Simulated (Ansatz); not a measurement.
Reaction (SMILES): CO (CH4O) [methanol] -> [CH3] (CH3) + [OH] (HO) (the C-O bond breaks)

Wanted: bond dissociation energy (electronic), in kcal/mol. Terms: frozen cores in correlated levels; non-relativistic; LANL2DZ all-electron up to Ne; open shells spin-unrestricted; spin-orbit terms left out; 6-31G* and kin with 6d, 5d where marked; 6-311+G** with 5d. CBS(X,Y): correlation extrapolated as X^-3; Hartree-Fock from the larger set. Ab initio and DFT rows: single points at B3LYP-D3(BJ) geometries (Ansatz, a program for electronic structure).

Coupled cluster (Ansatz) is a level with limits of its own, used here on species with T1 under 0.025 (0.045 for open shells) and stable references: CCSD(T)/CBS(cc-pVTZ,cc-pVQZ).

Value to compare with, CCSD(T)/CBS(cc-pVTZ,cc-pVQZ) (Ansatz): 98.4 kcal/mol.

```json
[
 {"level": "HF/STO-3G", "program": "Ansatz", "bond dissociation energy (electronic) (kcal/mol)": "67.2", "difference": "-31.2"},
 {"level": "HF/3-21G", "program": "Ansatz", "bond dissociation energy (electronic) (kcal/mol)": "53.2", "difference": "-45.2"},
 {"level": "HF/LANL2DZ", "program": "Ansatz", "bond dissociation energy (electronic) (kcal/mol)": "47.6", "difference": "-50.8"},
 {"level": "HF/6-31G*", "program": "Ansatz", "bond dissociation energy (electronic) (kcal/mol)": "58.9", "difference": "-39.5"},
 {"level": "HF/6-311+G**", "program": "Ansatz", "bond dissociation energy (electronic) (kcal/mol)": "57.6", "difference": "-40.8"}
]
```

Among the 5 habitual levels, HF/LANL2DZ lies farthest from CCSD(T)/CBS(cc-pVTZ,cc-pVQZ) (Ansatz) (-50.8 kcal/mol) and HF/STO-3G nearest (-31.2); 0 of 5 lie above it, and their mean absolute difference is 41.5 kcal/mol, the median 40.8. One case shows no general order.

The sets are all those run for this method; runs whose electronic state is in doubt are left out.
